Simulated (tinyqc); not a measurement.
Hueckel theory of the pi electrons with the omega technique, for the molecule C=CC=C[CH2+] (SMILES; centres numbered as the heavy atoms are written), step by step. One step of it, computed by the program tinyqc.

Problem. Energy, charges, bond orders. E = sum n x; q_r = z_r - P_rr; bond order p = P_rs; free valence = sqrt(3) - sum of p over the bonds of the atom.

final x values: 1.840359  1.106991  0.177473  -0.898002  -1.626822

occupations: 2.000000  2.000000  0.000000  0.000000  0.000000

final P:
```
           1C         2C        3C         4C         5C
1C   0.707999   0.786385  0.346889  -0.211125  -0.362530
2C   0.786385   0.943685  0.577626   0.014214  -0.211125
3C   0.346889   0.577626  0.696632   0.577626   0.346889
4C  -0.211125   0.014214  0.577626   0.943685   0.786385
5C  -0.362530  -0.211125  0.346889   0.786385   0.707999
```

Centres:
```
centre  z_r, pi electrons of the neutral centre         h
1C                                            1  0.000000
2C                                            1  0.000000
3C                                            1  0.000000
4C                                            1  0.000000
5C                                            1  0.000000
```

Bonds:
```
i  j  k
1  2  1
2  3  1
3  4  1
4  5  1
```

Give: pi energy = 4 alpha + this times beta; pi charges; Bond orders and lengths from R = 1.517 - 0.180 p; free valence of the carbons; gap between the highest filled and the next level.

Solution.

pi energy = 4 alpha + this times beta = 5.8947

pi charges: 1C 0.2920, 2C 0.0563, 3C 0.3034, 4C 0.0563, 5C 0.2920

Bond orders and lengths from R = 1.517 - 0.180 p (angstrom, C-C alone):
```
bond       p       R
1-2   0.7864  1.3755
2-3   0.5776  1.4130
3-4   0.5776  1.4130
4-5   0.7864  1.3755
```

free valence of the carbons: 1C 0.9457, 2C 0.3680, 3C 0.5768, 4C 0.3680, 5C 0.9457

gap between the highest filled and the next level = 0.9295 |beta|
